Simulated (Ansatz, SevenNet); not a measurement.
# How well does each level of theory give the c axis length of body-centred tetragonal In?

Reference value: 4.947 Å (measured, 293 K, no zero-point or thermal correction; as tabulated in Wikipedia's data pages).

Task: What do SevenNet-l3i5, PBE, PBEsol-D3(BJ), r²SCAN+SOC, r²SCANh give, and how far is each from the reference?

Result: 
```csv
level (code),value (Å),difference (%)
SevenNet-l3i5,5.356,+8.27
PBE (Ansatz),5.035,+1.78
PBEsol-D3(BJ) (Ansatz),4.834,-2.28
r²SCAN+SOC (Ansatz),4.983,+0.73
r²SCANh (Ansatz),4.995,+0.97
```

The reference is not for a static lattice or low temperature, so close values are not ranked against it. Off by more than 1.75 %, or 2.45 % on the side where a correction would as a rule narrow the miss (bounds picked here): SevenNet-l3i5 (+8.27 %), PBE (+1.78 %).

The measured value isn't corrected to a static lattice, so vibrations enter the comparison.  Cutoffs and k meshes differ between the levels. Ansatz's density-functional and Hartree–Fock values are scalar-relativistic unless marked +SOC, with PAW data made under PBE.

Machine-learned potentials (SevenNet-l3i5) are trained on DFT data: a solid inside that data is no test of them.

Differences are worked out from the printed values.

Ansatz is a program for electronic structure.
